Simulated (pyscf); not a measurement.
## Four-centre exchange: HO–Ga [singlet] + hydrogen (H₂) -> HO–Ga [singlet] + hydrogen (H₂)

Gas phase, singlet surface, charge 0. Bonds broken: O2–H3, H4–H5. Bonds formed: O2–H4, H3–H5. Structures and frequencies: ωB97X-D3(BJ)/def2-SVP in PySCF.

Transition state (Å):

```xyz
5

Ga     0.7925     0.0792     1.1913
O     -0.9772    -0.2409     0.6398
H     -1.5473    -1.0199     0.0642
H     -1.6932     0.1382    -0.1392
H     -2.3627    -0.6754    -0.8388
```

One imaginary mode, 2416i cm⁻¹; descent along it reached the two sides named.

| bond | change | reactant side (Å) | saddle | product side |
|---|---|---|---|---|
| O2–H3 | breaks | 0.962 | 1.124 | 2.420 |
| H4–H5 | breaks | 0.763 | 1.265 | 3.3 |
| O2–H4 | forms | 2.418 | 1.124 | 0.962 |
| H3–H5 | forms | 3.3 | 1.264 | 0.762 |

Electronic energies relative to the separated reactants (kcal/mol):

```
level                   barrier  reaction energy  reverse barrier
----------------------  -------  ---------------  ---------------
ωB97X-D3(BJ)/def2-TZVP     66.8              0.0             66.8
PBE/def2-TZVP              58.3              0.0             58.3
r²SCAN/def2-TZVP           63.4              0.0             63.4
B3LYP-D3(BJ)/def2-TZVP     64.0              0.0             64.0
PBE0-D3(BJ)/def2-TZVP      62.3              0.0             62.3
M06-2X/def2-TZVP           67.2              0.0             67.2
ωB97M-D3(BJ)/def2-TZVP     64.6              0.0             64.6
HF/def2-TZVP               81.8              0.0             81.8
```

With ωB97M-D3(BJ)/def2-TZVP energies and thermal terms (ideal gas, 1 atm, RRHO with modes under 100 cm⁻¹ raised to 100, one conformer, R ln 2 for chiral ones without a mode under 150 cm⁻¹), in kcal/mol:

```tsv
T (K)	ΔH‡	ΔG‡	ΔH	ΔG
298	62.4	69.8	0.0	0.0
600	61.7	77.6	0.0	0.0
900	61.7	85.6	0.0	0.0
1200	62.1	93.5	0.0	0.0
```

The same reactants have a lower exit, to GaH [singlet] + H₂O (barrier +30.9 kcal/mol at ωB97M-D3(BJ)/def2-TZVP, against +64.6 kcal/mol here). One saddle was located; it need not be the lowest between these sides. Elements up to Kr have no core potential and no relativistic terms here.
